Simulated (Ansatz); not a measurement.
How the equilibrium lattice constant a of Zn (model structure, started from the simple cubic type, Pm-3m, No. 221, 1 atom in the cell) moves with the method

No measured value is used here.

| level (code) | value (Å) |
|---|---|
| PBE (Ansatz) | … |
| PBEsol (Ansatz) | 2.565 |
| PBE-D3(BJ) (Ansatz) | 2.578 |
| r²SCAN (Ansatz) | 2.583 |

Task: Complete the blanks.

Result: 
- PBE (Ansatz, a quantum-chemistry and plane-wave program), value (Å): 2.629

Ansatz's density-functional and Hartree–Fock values are scalar-relativistic unless marked +SOC, with PAW data made under PBE.

A model structure was made by putting elements into a prototype or built by hand; it is no filed structure, need not be a known phase, and can be a saddle point held by its symmetry.
